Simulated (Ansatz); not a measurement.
Start from InAs in the zinc blende structure (space group F-43m, No. 216).

```yaml
crystal:
  lattice:
    - [0.00000, 3.09331, 3.09331]
    - [3.09331, 0.00000, 3.09331]
    - [3.09331, 3.09331, 0.00000]
  atoms:
    - { symbol: As, position: [0.75000, 0.75000, 0.75000] }
    - { symbol: In, position: [0.00000, 0.00000, 0.00000] }
```

Calculations: PBE, PAW, 420 eV (Ansatz, an electronic-structure program; spin-orbit coupling left out), earlier PAW set.

It is then changed as follows: Ga takes the place of In on all its sites; the structure is relaxed again.

Measured lattice parameter a: InAs 6.047 Å (static lattice; corrected from measurement; as listed in Daniel Mejia-Rodriguez, S. B. Trickey, Phys. Rev. B (2018)); GaAs 5.64 Å (static lattice; corrected from measurement; as listed in Daniel Mejia-Rodriguez, S. B. Trickey, Phys. Rev. B (2018)).

### Question
How well does PBE reproduce the measured shift?

### Answer
With PBE the lattice parameter a moves by -0.441 Å (6.187 → 5.746) against -0.407 Å measured.

Whether these cells are dynamically stable was not tested. All final runs are without spin polarisation.
